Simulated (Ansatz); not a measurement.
Cost and result for the atomization energy of BH$_{3}$P$_{2}$, SMILES `B1PP1` (6 atoms, 6 bonds).

The species carries charge 0 and has multiplicity 1. Geometry: relaxed with PBE0-D4/def2-TZVP. Program: Ansatz. All runs use 2 threads of an Arm Neoverse V1 on a shared host. Times are those of one run each, without the atoms' runs, and a repeat can differ threefold. Electronic energies, without spin–orbit coupling; frozen cores. CCSD(T)/CBS adds CCSD(T) − MP2 in def2-TZVPP to the MP2 limit, and its time is that of the two runs behind it. T1 = 0.020. B3LYP takes the VWN-RPA correlation (the form of Gaussian; ORCA's B3LYP/G). HSE06 is the plane-wave form, built on full-range PBE exchange.

CCSD(T)/CBS is a level of theory with its own doubt, some kJ/mol a heavy atom from the limit and from the frozen cores, so smaller differences don't rank the functionals.

| level | functions | wall time |
| --- | --- | --- |
| CCSD(T)/def2-SVP | 65 | 0.7 s |
| revPBE-D4/def2-TZVPP | 157 | 1.4 s |
| BLYP-D4/def2-TZVPP | 157 | 1.5 s |
| PBE0-D4/def2-TZVPP | 157 | 1.8 s |
| HSE06-D4/def2-TZVPP | 157 | 2 s |
| BHLYP-D4/def2-TZVPP | 157 | 2.1 s |
| B3LYP-D4/def2-TZVPP (with forces) | 157 | 2.5 s |
| r2SCANh-D4/def2-TZVPP | 157 | 3.5 s |
| ωB97X-V/def2-TZVPP | 157 | 6 s |
| B97M-V/def2-TZVPP | 157 | 6.5 s |
| MP2/def2-QZVPP | 287 | 9 s |
| CCSD(T)/def2-TZVPP | 157 | 13 s |
| CCSD(T)/CBS(def2) | – | 22 s |

What atomization energy does each give, and how far from CCSD(T)/CBS? (Estimate.)

The calculation gave: 
| level | atomization (kJ/mol) | difference from CCSD(T)/CBS | per bond |
| --- | --- | --- | --- |
| CCSD(T)/def2-SVP | 1554.7 | -165.2 | -27.5 |
| revPBE-D4/def2-TZVPP | 1753.6 | 33.7 | 5.6 |
| BLYP-D4/def2-TZVPP | 1756.4 | 36.5 | 6.1 |
| PBE0-D4/def2-TZVPP | 1755.1 | 35.2 | 5.9 |
| HSE06-D4/def2-TZVPP | 1756.4 | 36.5 | 6.1 |
| BHLYP-D4/def2-TZVPP | 1701.0 | -18.9 | -3.1 |
| B3LYP-D4/def2-TZVPP (with forces) | 1755.8 | 35.9 | 6.0 |
| r2SCANh-D4/def2-TZVPP | 1745.5 | 25.6 | 4.3 |
| ωB97X-V/def2-TZVPP | 1774.7 | 54.8 | 9.1 |
| B97M-V/def2-TZVPP | 1805.5 | 85.6 | 14.3 |
| MP2/def2-QZVPP | 1695.8 | -24.1 | -4.0 |
| CCSD(T)/def2-TZVPP | 1654.1 | -65.8 | -11.0 |
| CCSD(T)/CBS(def2) | 1719.9 | 0.0 | 0.0 |

From PBE to PBE0 (25 % exact exchange), in def2-TZVPP and without D4, the atomization energy moves by −34.0 kJ/mol: exact exchange takes away binding that semilocal exchange gives to molecules. In def2-TZVPP, CCSD(T) changes the Hartree–Fock value by +491.7 kJ/mol (the triples alone add +38.7 kJ/mol) and MP2 by +495.1 kJ/mol; breaking electron pairs costs correlation energy, which Hartree–Fock lacks. Leaving LDA and LC-ωPBE aside and taking each functional with its dispersion term where it has one, the values spread over 104.5 kJ/mol, from BHLYP-D4 to B97M-V. LDA lies +251.7 kJ/mol from PBE without D4, its usual overbinding.
